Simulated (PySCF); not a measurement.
# C₂H₃F, a complex of two parts: interaction energy

An exercise on one series of results from a longer session: the logs are not shown, and one member is left open.

Programs: PySCF 2.14.0. All values are calculated, for the isolated system unless a continuum is named. Atoms count from 0, parts from 1.

## Starting point

6 atoms, charge 0, multiplicity 1; geometry: GFN2-xTB. Parts: 1 = atoms 0–3, `C#C`, charge 0; 2 = atoms 4–5, `F`, charge 0.

Set-up of the first run:

What the job is given:

```
{"job": {"xc": "PBE0", "basis": "def2-TZVPD", "d3": "d3bj", "grid": 3, "kind": "geom", "shake": 0.01}, "charge": 0, "multiplicity": 1, "parts": [{"atoms": "0-3", "charge": 0, "multiplicity": 1}, {"atoms": "4-5", "charge": 0, "multiplicity": 1}]}
C     -0.642217    -0.158259     0.090120
C      0.499533     0.062870    -0.088431
H     -1.706627    -0.312391     0.236235
H      1.565716     0.243840    -0.228688
F     -0.541201     0.378817    -2.841485
H     -0.393318     0.252987    -1.907407
```

Launch:

```console
$ OMP_NUM_THREADS=1 python cluster_run.py task.json out
```

The driver reads the jobs from task.json and runs them one after another.

Among the steps run: Optimising the geometry at PBE0-D3(BJ)/def2-TZVPD; Coupled-cluster interaction energy: CCSD(T) and MP2, 2.17 Å; Coupled-cluster interaction energy: CCSD(T) and MP2, 2.28 Å; Coupled-cluster interaction energy: CCSD(T) and MP2, 2.39 Å; Coupled-cluster interaction energy: CCSD(T) and MP2, 2.07 Å; Coupled-cluster interaction energy: CCSD(T) and MP2, 2.72 Å; Coupled-cluster interaction energy: CCSD(T) and MP2, 1.96 Å; Coupled-cluster interaction energy: CCSD(T) and MP2, 3.26 Å; Coupled-cluster interaction energy: CCSD(T) and MP2, 4.35 Å.

One of the session's tables, all rows but one given; the rest of the session is left out.

It belongs to the step «Coupled-cluster interaction energy: CCSD(T) and MP2, 4.35 Å». 

```
                 method  interaction energy (kcal/mol)
         HF/aug-cc-pVDZ                              ?
        MP2/aug-cc-pVDZ                          -0.60
       CCSD/aug-cc-pVDZ                          -0.60
    CCSD(T)/aug-cc-pVDZ                          -0.60
         HF/aug-cc-pVQZ                          -0.64
        MP2/aug-cc-pVQZ                          -0.62
    SCS-MP2/aug-cc-pVQZ                          -0.59
      MP2, extrapolated                          -0.62
CCSD(T), limit estimate                          -0.62
```

Estimate the missing values for HF/aug-cc-pVDZ.

The run gave: interaction energy (kcal/mol): -0.65. In the column «interaction energy (kcal/mol)» it is the lowest.
